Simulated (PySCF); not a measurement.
This PySCF input (HF/def2-TZVPP) gives -94.57646 Eh with 118 basis functions.

```python
import numpy as np, basis_set_exchange as bse
from pyscf import gto, scf, dft, df

basis = {'C': gto.basis.parse(bse.get_basis('def2-TZVPP', elements=['C'], fmt='nwchem')), 'H': gto.basis.parse(bse.get_basis('def2-TZVPP', elements=['H'], fmt='nwchem')), 'N': gto.basis.parse(bse.get_basis('def2-TZVPP', elements=['N'], fmt='nwchem'))}
mol = gto.M(
    atom='''
    C     0.03618760    0.60041534    0.01001252
    N     0.01219895   -0.81758933    0.09244576
    H    -0.95471660    1.16629571    0.01500298
    H    -0.48780604   -1.15122848   -0.74120501
    H     0.56688663    1.01658913    0.88942020
    H     0.57311778    1.08897690   -0.87041363
    ''',
    basis=basis,
    charge=-1,
    verbose=4,
    max_memory=8640,
)
mf = scf.RHF(mol)
mf = mf.density_fit(auxbasis=df.autoaux(mol))
mf.conv_tol = 1e-9
mf.max_cycle = 100
print('smallest overlap eigenvalue', np.linalg.eigvalsh(mol.intor('int1e_ovlp'))[0])
mf.kernel()
dip = mf.dip_moment()
```

Change:
```diff
- basis = {'C': gto.basis.parse(bse.get_basis('def2-TZVPP', elements=['C'], fmt='nwchem')), 'H': gto.basis.parse(bse.get_basis('def2-TZVPP', elements=['H'], fmt='nwchem')), 'N': gto.basis.parse(bse.get_basis('def2-TZVPP', elements=['N'], fmt='nwchem'))}
+ basis = {'C': gto.basis.parse(bse.get_basis('6-31G**', elements=['C'], fmt='nwchem')), 'H': gto.basis.parse(bse.get_basis('6-31G**', elements=['H'], fmt='nwchem')), 'N': gto.basis.parse(bse.get_basis('6-31G**', elements=['N'], fmt='nwchem'))}
```

Problem. What does the run give now?

Solution. -94.52344 Eh (HF/6-31G**, 48 functions), a change of +53.02 mEh.
